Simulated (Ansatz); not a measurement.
# CAlO: the cost of one run

The runs use Ansatz 0.2.0, Gaussian basis; def2-QZVPP, core rule «outside noble gas», up to 7 orbitals frozen.

To be run: UHF; ROHF; CCSD(T) on UHF.

### 1 What is computed

The geometry is a PBE0/def2-TZVP stationary point (not a proven minimum).

3 atoms, charge 0, spin multiplicity 4.

Atoms are counted from 1 here; the program's logs count them from 0.

Bond lengths: Al1–O2 1.815 Å, O2–C3 1.176 Å. Angles: Al1–O2–C3 180.0°.

### 2 UHF

in.yaml reads:

```yaml
crystal:
  periodic: [false, false, false]
  atoms:
    - {symbol: Al, position_ang: [0.000000, 0.000000, 1.602200]}
    - {symbol: O, position_ang: [0.000000, 0.000000, -0.213200]}
    - {symbol: C, position_ang: [0.000000, 0.000000, -1.389000]}
basis:
  gaussian: {orbitals: "def2-QZVPP.json"}
magnetization: {spin_polarized: true, initial_magnetization: 3}
hamiltonian: {xc: hf}
output: {orbitals: {seedname: orbitals}}
```

Command:

```
> ansatz run in.yaml --threads 1 --pin off --events-out ev --progress --plain --max-ram 2393MiB
```

Q: Estimate wall time and peak memory on 1 thread of Intel Xeon at 2.60GHz, shared host.

About 17 s, with a peak of 0.42 GiB.
